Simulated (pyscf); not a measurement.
O=CrH(=O)–F + hydrogen fluoride (HF) → O=Cr(=O)(F)–F + hydrogen (H₂), a four-centre exchange (singlet surface; Cr–H, F–H broken, Cr–F, H–H formed). PySCF, gas phase, ωB97X-D3(BJ)/def2-SVP geometries. Energies in eV from the separated reactants.

Small-basis levels: PySCF, no dispersion term, spherical d functions. AM1 to PM7: differences of heats of formation from MOPAC, which are fitted to 298 K values and so differ in kind from electronic energies by zero-point and thermal terms. Cost: rough CPU time at the saddle relative to B3LYP/6-31G*+LANL2DZ, from one job on a shared machine.

```json
[
 {"level": "HF/6-31G*+LANL2DZ", "barrier": "2.11", "reaction energy": "-0.49", "cost": "0.1"},
 {"level": "BP86/6-31G*+LANL2DZ", "barrier": "0.24", "reaction energy": "-1.53", "cost": "1"},
 {"level": "B3LYP/3-21G", "barrier": "-0.37", "reaction energy": "-2.15", "cost": "0.5"},
 {"level": "M06-2X/6-31G*+LANL2DZ", "barrier": "0.97", "reaction energy": "-0.93", "cost": "3"},
 {"level": "B3LYP/6-311+G**+LANL2DZ", "barrier": "1.12", "reaction energy": "-0.32", "cost": "2"},
 {"level": "B3LYP/def2-SVP", "barrier": "0.62", "reaction energy": "-0.83", "cost": "0.9"},
 {"level": "PM7", "barrier": "0.44", "reaction energy": "-2.22", "cost": "under 0.02"},
 {"level": "ωB97M-D3(BJ)/def2-TZVP", "barrier": "0.98", "reaction energy": "-0.47", "cost": "–"}
]
```

Against the last row the barrier runs from -1.35 (B3LYP/3-21G) to +1.12 eV (HF/6-31G*+LANL2DZ). At B3LYP/3-21G this geometry lies under one side, so the entry may be no barrier of that level: it is a single point on another level's saddle. ωB97M-D3(BJ)/def2-TZVP has limits of its own. At the saddle there is also a short Cr–H contact that neither side keeps. One saddle was located; it need not be the lowest between these sides.
